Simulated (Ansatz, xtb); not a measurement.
## C5H12O: which of two isomers lies lower

Structure X is `CCC(O)CC`, a singlet and structure Y is `CC(C)(C)CO`, a singlet. Both are isolated molecules in the gas phase, relaxed with r2SCAN-D4/def2-SVP; the shapes shown needn't be the lowest conformers.

X (Å):

```xyz
18

C     1.3581    0.8872   -0.6314
C    -0.0705    0.7562   -0.1198
C    -0.9805   -0.0231   -1.0703
C    -2.4204   -0.1088   -0.5624
C    -3.3496   -0.8460   -1.5180
O    -0.4532   -1.3164   -1.3423
H     1.7828   -0.1058   -0.8417
H     2.0064    1.3970    0.0976
H     1.3897    1.4630   -1.5710
H    -0.5114    1.7533    0.0590
H    -0.0782    0.2432    0.8628
H    -0.9820    0.4845   -2.0544
H    -0.4365   -1.7930   -0.4992
H    -2.4086   -0.6142    0.4241
H    -2.7928    0.9137   -0.3710
H    -2.9585   -1.8515   -1.7340
H    -3.4314   -0.3125   -2.4793
H    -4.3638   -0.9477   -1.1022
```

Y (Å):

```xyz
18

C    -1.8794   -0.7158   -0.7979
C    -0.6512   -0.3041    0.0205
C    -0.5641   -1.1593    1.2911
C    -0.7331    1.1773    0.3993
C     0.6188   -0.5134   -0.8278
O     0.8109   -1.8429   -1.2588
H    -1.9964   -0.0702   -1.6844
H    -2.8011   -0.6390   -0.1980
H    -1.7746   -1.7535   -1.1500
H     0.3316   -0.9072    1.8850
H    -1.4461   -1.0025    1.9330
H    -0.5301   -2.2353    1.0492
H     0.1389    1.4879    0.9993
H    -0.7706    1.8160   -0.4990
H    -1.6388    1.3819    0.9934
H     0.5443    0.0979   -1.7439
H     1.4975   -0.1387   -0.2590
H     1.0180   -2.3744   -0.4796
```

Quicker runs give these differences E(Y) − E(X): GFN2-xTB −0.51 kcal/mol; HF/STO-3G +3.00 kcal/mol (at GFN2-xTB geometries); r2SCAN-D4/def2-SVP//GFN2-xTB +0.84 kcal/mol.

**Question.** Which of the two would you expect CCSD(T)/def2-SVP + ΔMP2/def2-TZVPP electronic energies to favour?

**Answer.** Too close to call at this level: CCSD(T)/def2-SVP + ΔMP2/def2-TZVPP gives E(Y) − E(X) = −0.85 kcal/mol.

Level by level:

```
                             level            geometry  E(Y) − E(X) (kcal/mol)  departure from the last row (kcal/mol)  job, with rough time for the two
                          GFN2-xTB            GFN2-xTB                     −0.51                                   +0.34              optimisation, 0.19 s
                         HF/STO-3G            GFN2-xTB                     +3.00                                   +3.84               single point, 0.6 s
      r2SCAN-D4/def2-SVP//GFN2-xTB            GFN2-xTB                     +0.84                                   +1.68               single point, 4.6 s
                r2SCAN-D4/def2-SVP  r2SCAN-D4/def2-SVP                     +0.98                                   +1.83                optimisation, 39 s
                       HF/def2-SVP  r2SCAN-D4/def2-SVP                     +2.69                                   +3.53           part of the CCSD(T) run
                      MP2/def2-SVP  r2SCAN-D4/def2-SVP                     −0.62                                   +0.23           part of the CCSD(T) run
                  CCSD(T)/def2-SVP  r2SCAN-D4/def2-SVP                     −0.03                                   +0.82                      single point
CCSD(T)/def2-SVP + ΔMP2/def2-TZVPP  r2SCAN-D4/def2-SVP                     −0.85                                                        single point, 86 s
```

As drawn, both hold the same kinds of bond in the same numbers. Structure X has 2 methyl groups, Y 3.

The largest departure from CCSD(T)/def2-SVP + ΔMP2/def2-TZVPP is that of HF/STO-3G, 3.84 kcal/mol. The last row adds to CCSD(T) the change of the MP2 difference between the two basis sets, here −0.82 kcal/mol.

With thermal terms from frequencies at re-optimised GFN2-xTB minima (ideal gas, soft modes damped towards free rotors, one conformer each, 298.15 K, 1 atm): the zero-point term adds −0.28 kcal/mol; ΔH is −1.14 and ΔG −0.70 kcal/mol.

The correlated steps freeze 6 core orbitals. Programs: Ansatz 0.2.0, xtb 6.7.1; the last row on 2 threads of Intel(R) Xeon(R) Platinum 8375C CPU @ 2.90GHz (Ice Lake) on a shared host.
